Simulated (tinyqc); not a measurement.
Worked calculation: G0W0 on RHF in the sto-3g basis, for H2O, spin multiplicity 1. One step of it, computed by the program tinyqc.

Question. G0W0 on Hartree-Fock: HOMO. W(p,q,m) = sqrt2 sum_ia (pq|ia) (X+Y)_ia,m; Sigma_c(x) = sum_(i,m) W^2/(x - e_i + w_m) + sum_(a,m) W^2/(x - e_a - w_m); solve x = e_p + Sigma_c(x) by Newton steps; Z = 1/(1 - dSigma/dx); 1 hartree = 27.211386 eV.

orbital energies (hartree): MO1 -20.258323, MO2 -1.273615, MO3 -0.582939, MO4 -0.481823, MO5 -0.398285, MO6 0.604231, MO7 0.687030

Two-electron integrals over orbitals (pq|rs), unique and non-zero (hartree):
```
(11|11) 4.745067    (21|11) -0.415655   (21|21) 0.057957    (22|11) 1.003528
(22|21) -0.012681   (22|22) 0.730914    (31|31) 0.011630    (32|31) 0.018229
(32|32) 0.141532    (33|11) 0.809307    (33|21) -0.004548   (33|22) 0.649192
(33|33) 0.634974    (41|11) 0.196647    (41|21) -0.024247   (41|22) 0.016623
(41|33) 0.006833    (41|41) 0.027675    (42|11) -0.142547   (42|21) 0.009672
(42|22) 0.001654    (42|33) 0.004387    (42|41) 0.016591    (42|42) 0.123121
(43|31) -0.004224   (43|32) 0.017378    (43|43) 0.050226    (44|11) 0.973001
(44|21) -0.013320   (44|22) 0.663891    (44|33) 0.596010    (44|41) -0.010076
(44|42) -0.100874   (44|44) 0.754380    (51|51) 0.026024    (52|51) 0.032355
(52|52) 0.143856    (53|53) 0.029219    (54|51) -0.014374   (54|52) -0.050366
(54|54) 0.056528    (55|11) 1.115342    (55|21) -0.011671   (55|22) 0.746630
(55|33) 0.632458    (55|41) 0.005518    (55|42) -0.076406   (55|44) 0.715121
(55|55) 0.880159    (61|11) -0.221971   (61|21) 0.033878    (61|22) 0.001069
(61|33) 0.000887    (61|41) -0.000095   (61|42) 0.021158    (61|44) -0.019746
(61|55) -0.005784   (61|61) 0.031151    (62|11) 0.301751    (62|21) -0.005854
(62|22) 0.144454    (62|33) 0.081821    (62|41) 0.019041    (62|42) 0.019429
(62|44) 0.075857    (62|55) 0.155676    (62|61) 0.009467    (62|62) 0.103599
(63|31) 0.003802    (63|32) -0.028999   (63|43) -0.027059   (63|63) 0.062068
(64|11) 0.237142    (64|21) -0.003002   (64|22) 0.097701    (64|33) 0.047558
(64|41) -0.000091   (64|42) -0.049489   (64|44) 0.129570    (64|55) 0.127099
(64|61) -0.002730   (64|62) 0.057286    (64|64) 0.082076    (65|51) 0.014626
(65|52) 0.055588    (65|54) -0.000382   (65|65) 0.037796    (66|11) 0.828950
(66|21) -0.007186   (66|22) 0.626646    (66|33) 0.576895    (66|41) 0.020698
(66|42) 0.052400    (66|44) 0.559244    (66|55) 0.600484    (66|61) 0.009732
(66|62) 0.104235    (66|64) 0.046993    (66|66) 0.609475    (71|31) 0.015039
(71|32) 0.022095    (71|43) -0.005608   (71|63) 0.004348    (71|71) 0.019495
(72|31) 0.013803    (72|32) 0.038732    (72|43) -0.038029   (72|63) 0.035726
(72|71) 0.016983    (72|72) 0.061360    (73|11) 0.358060    (73|21) -0.007489
(73|22) 0.132382    (73|33) 0.089860    (73|41) -0.000818   (73|42) -0.085006
(73|44) 0.147962    (73|55) 0.188224    (73|61) -0.007234   (73|62) 0.074045
(73|64) 0.089400    (73|66) 0.039772    (73|73) 0.157707    (74|31) -0.010218
(74|32) -0.080910   (74|43) -0.001123   (74|63) 0.043235    (74|71) -0.013015
(74|72) -0.014060   (74|74) 0.074032    (75|53) 0.023439    (75|75) 0.023192
(76|31) 0.008482    (76|32) 0.091154    (76|43) 0.048998    (76|63) -0.054107
(76|71) 0.010420    (76|72) -0.014035   (76|74) -0.059880   (76|76) 0.108258
(77|11) 0.839812    (77|21) -0.008463   (77|22) 0.617927    (77|33) 0.608056
(77|41) 0.004653    (77|42) -0.008148   (77|44) 0.594427    (77|55) 0.612714
(77|61) -0.003792   (77|62) 0.064816    (77|64) 0.038355    (77|66) 0.570775
(77|73) 0.078072    (77|77) 0.610818
```

excitation energies w (hartree): 1.075453  1.130748  1.166590  1.219802  1.381526  1.557231  2.084389  2.113862  20.924767  20.984322

X + Y:
```
            1         2          3          4          5          6          7          8
1>6  0.000000  0.000000   0.000077   0.000000   0.000000   0.001826   0.000000  -0.001333
1>7  0.000000  0.000000   0.000000  -0.001948   0.001276   0.000000  -0.003253   0.000000
2>6  0.000000  0.000000  -0.062586   0.000000   0.000000  -0.303900   0.000000   0.904517
2>7  0.000000  0.000000   0.000000  -0.096489  -0.043249   0.000000   0.966408   0.000000
3>6  0.000000  0.000000   0.000000   0.713742   0.635604   0.000000   0.060556   0.000000
3>7  0.000000  0.000000  -0.366676   0.000000   0.000000   0.816563   0.000000   0.188105
4>6  0.000000  0.000000   0.902063   0.000000   0.000000   0.271659   0.000000   0.101684
4>7  0.000000  0.000000   0.000000  -0.671650   0.668719   0.000000  -0.019408   0.000000
5>6  0.965494  0.000000   0.000000   0.000000   0.000000   0.000000   0.000000   0.000000
5>7  0.000000  0.979704   0.000000   0.000000   0.000000   0.000000   0.000000   0.000000

             9         10
1>6   0.998512   0.000000
1>7   0.000000   0.999070
2>6   0.000164   0.000000
2>7   0.000000   0.000305
3>6   0.000000   0.000047
3>7  -0.000084   0.000000
4>6  -0.000027   0.000000
4>7   0.000000  -0.000139
5>6   0.000000   0.000000
5>7   0.000000   0.000000
```

Give: The 12 largest terms at x = e_p; Newton steps; quasiparticle energy of the HOMO; Hartree-Fock value.

Answer.

The 12 largest terms at x = e_p (hartree; W for the signs of X + Y given):
```
q  m        W       term
5  8   0.2675     0.0339
5  6   0.1993     0.0255
2  1   0.0759     0.0030
5  3   0.0508     0.0022
6  1   0.0516    -0.0013
3  2   0.0325     0.0008
7  2   0.0321  -4.66e-04
1  1   0.0200   1.91e-05
5  9  -0.0082   3.18e-06
4  1  -0.0005   2.35e-07
```

Newton steps (hartree):
```
step        x  Sigma_c(x)       Z
0     -0.3983      0.0636  0.9641
1     -0.3370      0.0614  0.9663
2     -0.3369      0.0614  0.9663
```

quasiparticle energy of the HOMO = -9.1677 eV

Hartree-Fock value = -10.8379 eV
